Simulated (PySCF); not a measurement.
**Frontier levels across methods**

C₄H₈FN.
Structure used (PBE0-D3(BJ)/def2-SVP), in Å, numbered top down from 1:
```
atom  x, y, z in Å
C1    -1.4427   -0.1957   -0.2267
C2    -0.2350    0.6333    0.1637
N3     0.7246    0.9292   -0.9115
C4     1.5947   -0.1773   -0.5068
C5     0.8835   -0.1792    0.8466
F6     0.5309   -1.4006    1.3423
H7    -2.0198   -0.4934    0.6617
H8    -1.1507   -1.1140   -0.7585
H9    -2.1083    0.3883   -0.8820
H10   -0.5634    1.5344    0.7127
H11    0.3557    0.8944   -1.8588
H12    2.6758    0.0392   -0.5212
H13    1.4193   -1.1406   -1.0226
H14    1.4146    0.3780    1.6339
```

Basis pcSseg-1 throughout (PySCF), one geometry. The structure is a single PBE0-D3(BJ)/def2-SVP conformer in the gas phase; no vibrational or solvent corrections.

Q: How do the orbital energies, the gap and the dipole change with the method?

A: 
| method | kind | HOMO (eV) | LUMO (eV) | gap (eV) | μ (D) | SCF cycles |
| --- | --- | --- | --- | --- | --- | --- |
| BLYP | GGA | -5.08 | 0.61 | 5.70 | 0.92 | 14 |
| PBE | GGA | -5.20 | 0.59 | 5.79 | 0.93 | 14 |
| OPBE | GGA | -5.20 | 0.76 | 5.96 | 0.94 | 14 |
| B97-D | GGA | -5.23 | 0.72 | 5.95 | 0.94 | 14 |
| LDA | LDA | -5.28 | 0.40 | 5.68 | 0.98 | 13 |
| BP86 | GGA | -5.31 | 0.65 | 5.96 | 0.93 | 12 |
| KT2 | GGA | -5.36 | 0.52 | 5.89 | 0.93 | 15 |
| KT3 | GGA | -5.39 | 0.47 | 5.86 | 0.93 | 14 |
| B97-2 | global hybrid | -6.44 | 1.51 | 7.95 | 0.97 | 12 |
| B3LYP | global hybrid | -6.45 | 1.16 | 7.61 | 0.96 | 12 |
| PBE0 | global hybrid | -6.70 | 1.50 | 8.19 | 0.97 | 12 |
| mPW1PW91 | global hybrid | -6.74 | 1.50 | 8.24 | 0.97 | 12 |
| CAM-B3LYP | range-separated hybrid | -8.12 | 2.34 | 10.46 | 0.97 | 12 |
| BHandHLYP | global hybrid | -8.13 | 2.18 | 10.31 | 1.00 | 12 |
| wB97X-D | range-separated hybrid | -8.62 | 3.34 | 11.97 | 0.97 | 13 |
| LC-wPBE | range-separated hybrid | -9.51 | 3.71 | 13.22 | 0.96 | 13 |
| HF | Hartree–Fock | -10.39 | 4.36 | 14.75 | 1.03 | 10 |

The HOMO spans 5.30 eV, from BLYP down to HF, and the gap runs from 5.68 eV (LDA) to 14.75 eV (HF). Over the methods BLYP (0 %), PBE (0 %), OPBE (0 %), B97-D (0 %), LDA (0 %), BP86 (0 %), KT2 (0 %), KT3 (0 %), B97-2 (21 %), B3LYP (20 %), PBE0 (25 %), mPW1PW91 (25 %), BHandHLYP (50 %), HF (100 %), a straight line through the gap against the share of exact exchange rises by 0.89 eV for each 10 % (correlation coefficient 0.999). The dipole ranges from 0.92 D (BLYP) to 1.03 D (HF). This basis has no diffuse functions.
